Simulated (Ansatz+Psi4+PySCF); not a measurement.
A calculation with PySCF 2.14.0.

```python
from pyscf import gto, scf, mp

# the (T+d) and (D+d) sets load through basis_set_exchange
mol = gto.M(atom="""
Si 0.028090 0.009410 -0.004730
H 0.836990 0.875850 0.844110
H -0.885510 -0.856220 0.850020
H -0.830770 0.848630 -0.870290
H 0.844810 -0.877590 -0.873780
""", basis={'H': 'cc-pvtz', 'Si': 'cc-pv(t+d)z'}, charge=1, spin=1)
mf = scf.UHF(mol)
mf.kernel()
pt = mp.MP2(mf, frozen=5).run()
print(mf.e_tot, pt.e_corr, pt.e_tot)
```

The script is written out from the run's settings.

Output:

```
Converged                       : yes
Reference energy                : -290.83090 hartree
Correlation energy              : -0.11333 hartree
Total energy                    : -290.94424 hartree
Spin squared of the determinant : 0.760
```

Messages of the program:
```
WARN: HOMO -0.393930921029333 >= LUMO -0.393930921029333
WARN: HOMO -0.393930921029333 >= LUMO -0.393930921029333
```

Caution: MP2 on this radical cation hangs on the determinant chosen.
